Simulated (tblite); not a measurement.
Species: C₅H₁₀N (doublet state).
Numbering: `[H]/[N:6]=[CH:5]/[C:2]([CH2:1])([CH3:3])[CH3:4]` (hydrogens: H7, H8 on C1; H9, H10, H11 on C3; H12, H13, H14 on C4; H15 on C5; H16 on N6)
Bond orders are those of one Lewis drawing.

Computed with GFN2-xTB (tblite), gas phase: L-BFGS steps from a force-field or distance-geometry start until the largest atomic force falls under 0.01 eV/Å.

At the end of the run (lengths in Å): C4–H12 1.087, C2–C5 1.521, C3–H9 1.088, C1–C2 1.475, C2–C4 1.544, C1–H7 1.072, C2–C3 1.534, C4–C2–C5 105.5°, C1–C2–C3 111.1°, C2–C5–N6 122.1°, C3–C2–C4 109.8°, C1–C2–C5–N6 10°, H12–C4–C2–C1 -57°, H9–C3–C2–C1 60°.

Task: These geometries were met on the way; a selection of coordinates is given. Order them by energy above the end point, lowest first.
A. C4–H12 1.140, C2–C5 1.475, C3–H9 1.125, C1–C2 1.504, C2–C4 1.518, C1–H7 1.098, C2–C3 1.512, C4–C2–C5 111.3°, C1–C2–C3 106.9°, C2–C5–N6 126.0°, C3–C2–C4 111.5°, C1–C2–C5–N6 20°, H12–C4–C2–C1 -20°, H9–C3–C2–C1 36°
B. C4–H12 1.090, C2–C5 1.519, C3–H9 1.088, C1–C2 1.475, C2–C4 1.548, C1–H7 1.072, C2–C3 1.534, C4–C2–C5 109.2°, C1–C2–C3 109.2°, C2–C5–N6 122.7°, C3–C2–C4 112.6°, C1–C2–C5–N6 18°, H12–C4–C2–C1 -16°, H9–C3–C2–C1 29°
C. C4–H12 1.086, C2–C5 1.524, C3–H9 1.087, C1–C2 1.475, C2–C4 1.551, C1–H7 1.072, C2–C3 1.537, C4–C2–C5 104.0°, C1–C2–C3 112.6°, C2–C5–N6 122.4°, C3–C2–C4 110.1°, C1–C2–C5–N6 12°, H12–C4–C2–C1 -20°, H9–C3–C2–C1 39°
D. C4–H12 1.065, C2–C5 1.543, C3–H9 1.075, C1–C2 1.469, C2–C4 1.546, C1–H7 1.068, C2–C3 1.532, C4–C2–C5 109.6°, C1–C2–C3 108.4°, C2–C5–N6 122.5°, C3–C2–C4 113.2°, C1–C2–C5–N6 19°, H12–C4–C2–C1 -17°, H9–C3–C2–C1 32°
E. C4–H12 1.083, C2–C5 1.514, C3–H9 1.088, C1–C2 1.471, C2–C4 1.551, C1–H7 1.069, C2–C3 1.538, C4–C2–C5 102.6°, C1–C2–C3 109.6°, C2–C5–N6 123.3°, C3–C2–C4 110.4°, C1–C2–C5–N6 11°, H12–C4–C2–C1 -34°, H9–C3–C2–C1 55°

Result: E (0.073 eV), C (0.129 eV), B (0.212 eV), D (0.345 eV), A (0.582 eV).

| step | E above end (eV) | rms distance from the end, all atoms (Å) | largest force (eV/Å) | rms shift of all bonds from the end (Å) |
| --- | --- | --- | --- | --- |
| 27 | 0.073 | 0.193 | 0.481 | 0.006 |
| 18 | 0.129 | 0.311 | 0.140 | 0.003 |
| 6 | 0.212 | 0.376 | 0.223 | 0.002 |
| 2 | 0.345 | 0.389 | 1.360 | 0.011 |
| 0 | 0.582 | 0.396 | 2.610 | 0.026 |

Rows stand in the order of the answer.
